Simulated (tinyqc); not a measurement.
Worked calculation: CCSD on RHF in the sto-3g basis, for H2O, spin multiplicity 1. One step of it, computed by the program tinyqc.

Task: CCSD: starting amplitudes. t_ij^ab = <ij||ab> / (e_i + e_j - e_a - e_b), whose energy is MP2.

orbital energies (hartree): [-20.266061, -1.177254, -0.516697, -0.405814, -0.382950, 0.388489, 0.525416]

Two-electron integrals over orbitals (pq|rs), unique and non-zero (hartree):
```
(11|11) 4.747644    (21|11) -0.436444   (21|21) 0.063274    (22|11) 1.032742
(22|21) -0.016490   (22|22) 0.726960    (31|11) 0.011348    (31|21) -0.001495
(31|22) 0.000973    (31|31) 0.010170    (32|11) -0.008928   (32|21) 0.000613
(32|22) 0.000544    (32|31) 0.016035    (32|32) 0.122783    (33|11) 0.735201
(33|21) -0.004767   (33|22) 0.595367    (33|31) -0.000210   (33|32) 0.000489
(33|33) 0.569059    (41|11) 0.146096    (41|21) -0.019919   (41|22) 0.010213
(41|31) 0.000799    (41|32) 0.000185    (41|33) 0.004708    (41|41) 0.022443
(42|11) -0.144771   (42|21) 0.007075    (42|22) -0.035962   (42|31) 0.000140
(42|32) 0.002064    (42|33) 0.002786    (42|41) 0.019332    (42|42) 0.129949
(43|11) 0.012807    (43|21) -0.000367   (43|22) 0.006340    (43|31) -0.001774
(43|32) 0.031329    (43|33) 0.004615    (43|41) -0.000647   (43|42) -0.006101
(43|43) 0.059509    (44|11) 0.913314    (44|21) -0.010440   (44|22) 0.656315
(44|31) -0.000080   (44|32) -0.007235   (44|33) 0.547481    (44|41) -0.007992
(44|42) -0.087988   (44|43) 0.003301    (44|44) 0.675070    (51|51) 0.025934
(52|51) 0.033691    (52|52) 0.154072    (53|51) -0.000825   (53|52) -0.003061
(53|53) 0.024929    (54|51) -0.010475   (54|52) -0.039872   (54|53) 0.001472
(54|54) 0.044297    (55|11) 1.115365    (55|21) -0.012409   (55|22) 0.760571
(55|31) 0.000320    (55|32) -0.004672   (55|33) 0.583234    (55|41) 0.004114
(55|42) -0.079190   (55|43) 0.007451    (55|44) 0.676525    (55|55) 0.880159
(61|11) 0.179500    (61|21) -0.027305   (61|22) 0.003335    (61|31) 0.001361
(61|32) 0.000958    (61|33) -0.000390   (61|41) -0.004672   (61|42) -0.020225
(61|43) 0.000596    (61|44) 0.013522    (61|55) 0.004994    (61|61) 0.022782
(62|11) -0.242312   (62|21) 0.005998    (62|22) -0.120972   (62|31) 0.000595
(62|32) 0.005763    (62|33) -0.056879   (62|41) -0.018017   (62|42) -0.039756
(62|43) -0.001708   (62|44) -0.055679   (62|55) -0.130362   (62|61) 0.010427
(62|62) 0.089452    (63|11) 0.027102    (63|21) -0.000531   (63|22) 0.014897
(63|31) -0.002001   (63|32) 0.039387    (63|33) 0.010290    (63|41) 0.000265
(63|42) -0.005104   (63|43) 0.044582    (63|44) 0.005003    (63|55) 0.015853
(63|61) 0.000008    (63|62) -0.006108   (63|63) 0.082567    (64|11) -0.288947
(64|21) 0.003971    (64|22) -0.144363   (64|31) -0.000657   (64|32) -0.004632
(64|33) -0.049039   (64|41) -0.001635   (64|42) 0.047100    (64|43) -0.008966
(64|44) -0.133647   (64|55) -0.162982   (64|61) -0.001533   (64|62) 0.059864
(64|63) -0.015958   (64|64) 0.108946    (65|51) -0.011963   (65|52) -0.047580
(65|53) 0.002424    (65|54) -0.008793   (65|65) 0.031899    (66|11) 0.750245
(66|21) -0.007324   (66|22) 0.572773    (66|31) -0.000503   (66|32) -0.012529
(66|33) 0.529251    (66|41) 0.015842    (66|42) 0.043813    (66|43) -0.011622
(66|44) 0.533137    (66|55) 0.561384    (66|61) -0.008069   (66|62) -0.082374
(66|63) -0.009102   (66|64) -0.052692   (66|66) 0.563322    (71|11) -0.020390
(71|21) 0.003220    (71|22) 0.000008    (71|31) 0.013851    (71|32) 0.021216
(71|33) -0.000642   (71|41) -0.000282   (71|42) 0.001111    (71|43) -0.002478
(71|44) -0.001138   (71|55) -0.000547   (71|61) -0.000636   (71|62) 0.001000
(71|63) -0.002309   (71|64) -0.000609   (71|66) -0.001048   (71|71) 0.019329
(72|11) 0.029192    (72|21) -0.000620   (72|22) 0.014894    (72|31) 0.015201
(72|32) 0.061567    (72|33) 0.003062    (72|41) 0.001059    (72|42) -0.000438
(72|43) -0.024673   (72|44) 0.009466    (72|55) 0.015341    (72|61) 0.001007
(72|62) -0.002346   (72|63) -0.024887   (72|64) -0.007567   (72|66) 0.007940
(72|71) 0.020016    (72|72) 0.072938    (73|11) 0.375458    (73|21) -0.006800
(73|22) 0.179900    (73|31) -0.000171   (73|32) -0.011052   (73|33) 0.087019
(73|41) -0.000009   (73|42) -0.070959   (73|43) -0.000128   (73|44) 0.140327
(73|55) 0.209676    (73|61) 0.004811    (73|62) -0.063701   (73|63) 0.002436
(73|64) -0.107346   (73|66) 0.047490    (73|71) -0.000881   (73|72) 0.009016
(73|73) 0.161536    (74|11) 0.008920    (74|21) -0.000116   (74|22) 0.002746
(74|31) -0.007078   (74|32) -0.065947   (74|33) 0.000360    (74|41) 0.000529
(74|42) 0.001449    (74|43) -0.018965   (74|44) 0.006954    (74|55) 0.004580
(74|61) -0.001053   (74|62) -0.005289   (74|63) -0.059411   (74|64) 0.004271
(74|66) 0.013270    (74|71) -0.009811   (74|72) -0.017322   (74|73) 0.010799
(74|74) 0.068694    (75|51) 0.001344    (75|52) 0.005416    (75|53) 0.023829
(75|54) -0.000443   (75|65) -0.000701   (75|75) 0.026102    (76|11) 0.004826
(76|21) -0.000144   (76|22) -0.000619   (76|31) -0.006897   (76|32) -0.079784
(76|33) -0.001174   (76|41) -0.001032   (76|42) -0.004020   (76|43) -0.067386
(76|44) 0.008198    (76|55) 0.002399    (76|61) 0.000258    (76|62) 0.001411
(76|63) -0.070803   (76|64) 0.008647    (76|66) 0.016832    (76|71) -0.009414
(76|72) -0.000817   (76|73) 0.013470    (76|74) 0.058308    (76|76) 0.110283
(77|11) 0.835124    (77|21) -0.009036   (77|22) 0.605147    (77|31) 0.001744
(77|32) 0.014858    (77|33) 0.566793    (77|41) 0.003303    (77|42) -0.022192
(77|43) 0.014171    (77|44) 0.567048    (77|55) 0.606038    (77|61) 0.003485
(77|62) -0.057361   (77|63) 0.021951    (77|64) -0.060531   (77|66) 0.532115
(77|71) 0.001651    (77|72) 0.007666    (77|73) 0.101739    (77|74) -0.010867
(77|76) -0.016907   (77|77) 0.591084
```

Give: Starting amplitudes; correlation energy.

Result:

Starting amplitudes (spin orbitals 1a, 1b, ...; amplitudes related by a flip of all spins are not repeated; the 24 largest):
```
from      to          t
3a 3b  7a 7b     -0.078
4a 4b  6a 6b     -0.069
3a 4b  6b 7a     -0.058
3a 3b  6a 6b     -0.046
4a 4b  7a 7b     -0.037
3a 4b  6a 7b      0.032
2a 2b  6a 6b     -0.029
3a 4a  6a 7a     -0.026
2a 4b  6a 6b     -0.025
2a 3b  6a 7b      0.024
2a 2b  7a 7b     -0.021
5a 5b  6a 6b     -0.021
2a 3a  6a 7a      0.015
5a 5b  7a 7b     -0.014
2a 3b  6b 7a     -0.010
3a 4b  6a 6b      0.009
2a 4b  7a 7b      0.007
3a 4b  7a 7b     -0.005
2a 3b  7a 7b  -3.28e-03
2a 4b  6b 7a  -3.03e-03
4a 4b  6a 7b  -2.48e-03
2a 3b  6a 6b   2.47e-03
2a 4b  6a 7b   2.12e-03
3a 3b  6a 7b  -1.25e-03
```

correlation energy = -0.05904 hartree
